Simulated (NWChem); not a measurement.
# Atomisation of phosphine (H3P)

SMILES: P
```xyz
4

P     -0.1302    -0.0034     0.0000
H      0.6666    -0.5810     1.0357
H      0.6666    -0.5810    -1.0357
H      0.6204     1.2123     0.0000
```
Charge 0, spin multiplicity 1.

Everything below was run with NWChem. The geometry was optimised at PBE0/def2-SVP, a minimum by its harmonic frequencies.

Basis set: def2-TZVP. The atomisation energy is electronic alone: no zero-point, thermal, spin-orbit or counterpoise terms. No value is extrapolated to the basis-set limit. Free atoms are single determinants with multiplicities P 4, H 2. Correlated methods freeze the same cores in atoms and molecule, 5 orbitals in all.

The correlated methods keep 5 core orbitals frozen. The stability of the SCF solutions was not checked. Open-shell Hartree-Fock references start from PBE0 orbitals. No row is a measurement; the coupled-cluster row has its own basis-set and correlation limits.

**Question.** Order these methods by the atomisation energy they give, lowest first: BP86, CCSD(T), BLYP, HF.

**Answer.** HF (171.5 kcal/mol), CCSD(T) (229.1 kcal/mol), BLYP (242.3 kcal/mol), BP86 (249.4 kcal/mol)
